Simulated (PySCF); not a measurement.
Bond curve of BN⁺

Set-up: PySCF, no relativity, basis sets B cc-pVTZ, N cc-pVTZ. Energies in eV from B⁺ + N in their ground configurations at the same level. State: ⁴Σ⁻ (quartet), unpaired electrons σ ↑, π ↑↑.

```csv
R (Å),M06
1.240,-1.031
1.298,-1.576
1.355,-1.875
1.399,-1.979
1.442,-2.005
1.485,-1.972
1.543,-1.865
1.615,-1.671
1.702,-1.408
1.817,-1.112
```

Task: Put a parabola through the three lowest points of the M06 curve and estimate Re, k and ωe (reduced mass 6.164 u; 1 eV/Å² = 0.16022 mdyn/Å; ωe = 1302.8·√(k/μ) cm⁻¹).

Result: Through R = 1.399, 1.442, 1.485 Å the second-order coefficient is 16.0 eV/Å², so Re ≈ 1.439 Å, k ≈ 5.11 mdyn/Å and ωe ≈ 1186 cm⁻¹. A polynomial fit of higher order to the unrounded M06 energies gives Re = 1.438 Å, k = 5.15 mdyn/Å, ωe = 1191 cm⁻¹; anharmonicity and rounding make the difference.

The higher-order fit for each curve: M06: Re = 1.438 Å, ωe = 1191 cm⁻¹, De = 2.01 eV.

For an ion De counts to the pair picked by the measured ionisation energies or electron affinities, which need not be the lowest pair at this level. The state is the lowest determinant that a PBE0 search found; another state may lie lower at other levels.
